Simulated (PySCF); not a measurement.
**isobutyric acid: full NMR table**

* Formula: C4H8O2
* SMILES: CC(C)C(=O)O
* Point group of the computed structure: C1
* Degrees of unsaturation: 1
* Carbon signals: 3
* Proton signals: 3

Mapped SMILES: `[CH3:1][CH:2]([CH3:3])[C:4](=[O:5])[OH:6]`. Each H is labelled by its parent atom.

Computed data (PySCF): PBE0-D3(BJ)/def2-SVP geometry, GIAO PBE0/pcSseg-1 shieldings, J couplings at B3LYP/pcJ-1 (without the spin–dipole term). In vacuum, a single conformation, one averaged value for each set of equivalent atoms, non-relativistic.

Referencing at the same level of theory: 1H, 13C vs TMS; H2O for 17O.

| carbon | δC, type | δH (multiplicity, J in Hz) | HMBC from (abs. J ≥ 3 Hz) | span of the C tensor (ppm) |
| --- | --- | --- | --- | --- |
| C1/C3 | 20.0, CH3 | 1.18 (d, 8.0) | H(C2), H(C1)/H(C3) | 34 |
| C2 | 34.0, CH | 2.26 (sept, 8.0) | H(C1)/H(C3) | 28 |
| C4 | 180.0, C | – | H(C2), H(C1)/H(C3) | 174 |

Other nuclei:
| atoms | nucleus | environment | δ (ppm) | σ (ppm) |
| --- | --- | --- | --- | --- |
| H(O6) | 1H | hydrogen on an acid hydroxyl oxygen | 5.59 | 25.68 |
| O5 | 17O | carbonyl oxygen | 435.2 | -100.7 |
| O6 | 17O | acid hydroxyl oxygen | 210.0 | 124.6 |

Selected couplings (Hz, signed; the shortest-range and largest first, 30 at most; isotopes 13C, 1H): 1J(C1,H(C1)) 134.8, 1J(C2,H(C2)) 130.1, 1J(C2,C4) 57.5, 1J(C1,C2) 36.8, 2J(C1,C4) -1.1, 3J(H(C1),H(C2)) 8.0.

- Carbon types of the structure: 1 × C, 1 × CH, 2 × CH3, leaving 1 H on heteroatoms.
- δC 180.0: carboxylic acid carbon; lone-pair donation from the attached heteroatom keeps it upfield of a ketone carbonyl.
- δC 34.0: sp3 CH α to a carbonyl; α to the electron-withdrawing carbonyl group.
- δC 20.0: methyl carbon; saturated and bonded to C and H only.
- δH 5.59: hydrogen on an acid hydroxyl oxygen; labile proton, position sensitive to the medium.
- δH 2.26: hydrogen on an sp3 CH α to a carbonyl; α to C=O.
- The protons at 1.18 and 2.26 share a coupling of 8.0 Hz (vicinal).

Exchangeable OH/NH protons stand at their gas-phase positions; hydrogen bonding in a real sample shifts them, mostly to higher δ. Splittings below 1 Hz are ignored in the labels, and close J values are merged. Unscaled 3J(H,H) at this level run about 9 % above measured values. Shifts are as computed. Against solution values, carbons near 30 ppm lie about +2 ppm off and those near 130 ppm about +4 ppm. Of 246 compounds with measured shifts, 49 miss one by over three times the rms of a fit or turn the order of signals round; such compounds aren't used in these exercises. In solution the two oxygens of a carboxylic acid exchange roles by proton transfer and give one 17O line. Hydrogen bonding in solution shields acid and N–H amide carbonyl oxygens by tens of ppm. The C=O carbon of an acid or of an amide with N–H lies up to 10 ppm further downfield in solution, through hydrogen bonding that the calculation lacks. Unscaled 17O shifts of doubly bonded oxygen tend to come out too high, by tens of ppm or more. Experimental scales use liquid or dissolved standards, which lie at an offset from isolated H2O (liquid H2O: subtract about 36 ppm).
